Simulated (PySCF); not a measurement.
Isomers of C2H3N: computed energies against enthalpies of formation

**Experimental background.**

From CRC Handbook of Chemistry and Physics, for the gas at 298.15 K: enthalpy of formation of `CC#N` 74 kJ/mol; enthalpy of formation of `[C-]#[N+]C` 163.5 kJ/mol.

How close the calculation comes is told at the end.

Differences of these values give the isomerisation enthalpies. Geometries: PBE0-D3(BJ)/def2-SVP; runs in PySCF, gas phase, with a dispersion term only where the level names one. Total electronic energies (Eh):

```json
{"SMILES": "CC#N", "PBE0-D3(BJ)/def2-SVP": "-132.49437"}
{"SMILES": "[C-]#[N+]C", "PBE0-D3(BJ)/def2-SVP": "-132.45767"}
```

Zero-point and thermal terms are left out, so the computed numbers are electronic energies.

## Comparison

Relative to `CC#N`, the lowest by measurement, in kJ/mol (measured: enthalpies at 298.15 K; computed: electronic energies):

```json
{"SMILES": "CC#N", "measured": "0.0", "PBE0-D3(BJ)/def2-SVP": "0.0"}
{"SMILES": "[C-]#[N+]C", "measured": "89.5", "PBE0-D3(BJ)/def2-SVP": "96.4"}
```

Measured values: 74 kJ/mol (298.15 K; CRC Handbook of Chemistry and Physics) for the first row; the others come from the same table. Unsigned miss: PBE0-D3(BJ)/def2-SVP 6.9 kJ/mol. Where a level misses, the cause wasn't examined.
